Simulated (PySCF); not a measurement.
## Neon: a sound run and one with changed settings

Sound run: Ne [Ne], Ne⁺ [He] 2s2 2p5. Computed with PySCF 2.14 in cc-pVDZ, with no relativity, point nucleus. The sound run starts from symmetry-adapted Hartree-Fock orbitals and uses a fine grid where one is needed.

A second run was set up differently.

```tsv
species	method	sound run (hartree)	changed run (hartree)	converged
Ne	UHF	-128.48878	-128.48878	yes
Ne	B3LYP	-128.90946	-128.98150	yes
Ne	BP86	-128.90296	-129.00274	yes
Ne⁺	UHF	-127.76598	-127.76598	yes
Ne⁺	B3LYP	-128.12601	-128.19121	yes
Ne⁺	BP86	-128.11801	-128.20525	yes
```

Ionisation energy of Ne:

| method | sound run (eV) | changed run (eV) |
| --- | --- | --- |
| UHF | 19.668 | 19.668 |
| B3LYP | 21.319 | 21.505 |
| BP86 | 21.360 | 21.701 |

**Question.** What was changed?
A. all electrons correlated in a valence basis
B. basis contracted for another Hamiltonian
C. radial grid too coarse
D. level shift left on

**Answer.** C. It used radial step 0.8 in ln r (0.13 in the sound run). A coarse radial grid mis-integrates the density and the exchange-correlation energy, with errors of either sign; Hartree-Fock needs no grid.
